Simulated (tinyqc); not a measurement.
UHF in the sto-3g basis, for H2O+, spin multiplicity 2, step by step (part 3 of 3). This run ends on a higher stationary point, not on the lowest solution. Computed by tinyqc, a small Python program that keeps every step (integrals from PySCF). Command: `OMP_NUM_THREADS=1 python tinyqc.py 26194 26195 out.jsonl` (the two numbers bound the seeds that draw the settings). One thread of a shared host (Intel(R) Xeon(R) Processor @ 2.60GHz), about 0.1 s of CPU time with the checks.

Geometry (angstrom):
```
atom         x          y         z
O     0.000000   0.000000  0.000000
H     0.000000   0.872000  0.783000
H     0.000000  -0.872000  0.783000
```

## Populations, bond orders and dipole

D(alpha) after iteration 26:
```
            1O 1s      1O 2s    1O 2px     1O 2py     1O 2pz      2H 1s      3H 1s
1O 1s    1.057249  -0.244175  0.000000   0.000000   0.044121  -0.000708  -0.000708
1O 2s   -0.244175   1.060681  0.000000   0.000000  -0.237940  -0.052107  -0.052107
1O 2px   0.000000   0.000000  1.000000   0.000000   0.000000   0.000000   0.000000
1O 2py   0.000000   0.000000  0.000000   0.478249   0.000000   0.277076  -0.277076
1O 2pz   0.044121  -0.237940  0.000000   0.000000   0.532421   0.263107   0.263107
2H 1s   -0.000708  -0.052107  0.000000   0.277076   0.263107   0.295088  -0.025962
3H 1s   -0.000708  -0.052107  0.000000  -0.277076   0.263107  -0.025962   0.295088
```

D(beta) after iteration 26:
```
            1O 1s      1O 2s    1O 2px    1O 2py     1O 2pz      2H 1s      3H 1s
1O 1s    1.057002  -0.241730  0.000000  0.000000   0.035142  -0.005736  -0.005736
1O 2s   -0.241730   1.040295  0.000000  0.000000  -0.191479  -0.014827  -0.014827
1O 2px   0.000000   0.000000  1.000000  0.000000   0.000000   0.000000   0.000000
1O 2py   0.000000   0.000000  0.000000  0.000000   0.000000   0.000000   0.000000
1O 2pz   0.035142  -0.191479  0.000000  0.000000   0.681689   0.219954   0.219954
2H 1s   -0.005736  -0.014827  0.000000  0.000000   0.219954   0.073242   0.073242
3H 1s   -0.005736  -0.014827  0.000000  0.000000   0.219954   0.073242   0.073242
```

overlap S:
```
           1O 1s     1O 2s    1O 2px     1O 2py    1O 2pz     2H 1s      3H 1s
1O 1s   1.000000  0.236704  0.000000   0.000000  0.000000  0.032386   0.032386
1O 2s   0.236704  1.000000  0.000000   0.000000  0.000000  0.345645   0.345645
1O 2px  0.000000  0.000000  1.000000   0.000000  0.000000  0.000000   0.000000
1O 2py  0.000000  0.000000  0.000000   1.000000  0.000000  0.232911  -0.232911
1O 2pz  0.000000  0.000000  0.000000   0.000000  1.000000  0.209139   0.209139
2H 1s   0.032386  0.345645  0.000000   0.232911  0.209139  1.000000   0.178899
3H 1s   0.032386  0.345645  0.000000  -0.232911  0.209139  0.178899   1.000000
```

Mulliken: Z minus the diagonal of D S on the atom; Loewdin: the same with S^(1/2) D S^(1/2); Mayer order: 2 sum_s sum (D(s) S)_ij (D(s) S)_ji over the two atoms.

Charges (e):
```
atom  Mulliken   Loewdin  Mulliken spin
1O    0.038011  0.128667       0.470130
2H    0.480995  0.435667       0.264935
3H    0.480995  0.435667       0.264935
```

Mayer bond orders:
```
pair     order
2-1   0.666177
3-1   0.666177
3-2   0.032277
```

dipole moment about the origin, x y z (debye): 0.000000  0.000000  4.054633

<S^2> of the determinant (pure state: 0.75) = 0.768894
